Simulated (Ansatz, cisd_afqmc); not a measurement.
Species: N₂, charge 1, doublet. N2+ (parent SMILES N#N, doublet).
B3LYP-D3(BJ)/def2-TZVP minimum from Ansatz (a program for electronic structure):
```xyz
2

N      0.0000     0.0000    -0.5521
N      0.0000     0.0000     0.5521
```
Charge +1, spin multiplicity 2.

Total energies in cc-pVDZ, 9 correlated electrons, 2 frozen orbitals. Radicals and triplets start from unrestricted determinants; spin-orbit coupling is neglected. Correlated methods leave the cores frozen. No relativity. AFQMC is phaseless with a CISD trial state; ± is one standard error, without the phaseless bias. Outlying blocks are dropped, and bars are widened where a walk drifts. Over all cases where full CI ran beside it in this data, AFQMC minus full CI had a median of +0.1 mEh and passed +0.4 mEh in a tenth of the cases. The determinant of N2+ (parent SMILES N#N, doublet) is a saddle point of the SCF energy; a lower one exists, which strains HF and MP2.

```csv
method,program,energy (Eh),minus CCSDTQ (mEh)
HF,Ansatz,-108.38016,344.14
MP2,Ansatz,-108.71218,12.13
CCSD,Ansatz,-108.70452,19.79
CCSD(T),Ansatz,-108.72136,2.94
CCSDT(Q),Ansatz,-108.72500,-0.70
CCSDTQ,Ansatz,-108.72431,0.00
AFQMC/CISD,cisd_afqmc,-108.7213 ± 0.0004,3.0 ± 0.4
```

Rough core times of Ansatz's runs on a shared machine: CCSD(T) under 20 s, CCSDT(Q) 40 s, CCSDTQ 9 min.
